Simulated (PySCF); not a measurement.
Constitutional and geometric isomers with formula C3H4. Gas-phase values, no solvent. Strings in code marks are SMILES.

The vertical ionisation energy (Delta-SCF) from two functionals at the same geometries (r2SCAN-D4/def2-TZVP), both in PySCF: PBE-D3(BJ)/def2-TZVP and r2SCAN-D4/def2-TZVP. Delta-SCF ions had no search for a lower state. 

```tsv
species	PBE-D3(BJ)/def2-TZVP (eV)
`C#CC`	10.22
`C1=CC1`	9.71
`C=C=C`	10.02
```

What does r2SCAN-D4/def2-TZVP give for each?


- `C#CC`: 10.14
- `C1=CC1`: 9.61
- `C=C=C`: 9.98
Over these rows, drawn at random from the members with no instability flagged (it was tested for open shells, ions and some series alone), PBE minus r2SCAN-D4: mean +0.07 eV, from +0.04 eV to +0.09 eV.
